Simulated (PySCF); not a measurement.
What does the PBE0-D3(BJ)/def2-SVP structure of `C=CC(C)=S` look like in three dimensions?

```
atom  x, y, z in Å
C1    -1.3534    0.3563    1.0412
C2    -0.8546   -0.7012    0.3817
C3     0.4058   -0.7122   -0.3618
C4     1.2223    0.5444   -0.4059
S5     0.8902   -2.0810   -1.1168
H6    -0.8423    1.3221    1.0763
H7    -2.3040    0.2847    1.5753
H8    -1.3995   -1.6499    0.3731
H9     1.5163    0.8488    0.6124
H10    0.6356    1.3744   -0.8329
H11    2.1244    0.3936   -1.0090
```

Any rigid rotation of these coordinates is as good. Atoms count from 1 in this order. The 3 C–C bonds span 1.342 Å (C1=C2, drawn double) to 1.499 Å (C3–C4, drawn single), a spread of 0.157 Å. Of the pairs four or more bonds apart, C4···H6 is among the closest relative to their van der Waals radii: 2.66 Å, 92 % of the sum of Bondi's values. The 5 heavy atoms lie in one plane (0.001 Å rms).

Bonds between heavy atoms (Å): C1=C2 1.342, C2–C3 1.463, C3–C4 1.499, C3=S5 1.637.

The calculation used PySCF 2.14.0, PBE0-D3(BJ)/def2-SVP geometry optimisation, gas phase.

Point group: Cs (every atom within 0.08 Å of its image). Not checked by PBE0-D3(BJ)/def2-SVP frequencies. One conformer, not necessarily the lowest (C1–C2–C3–C4 0°).
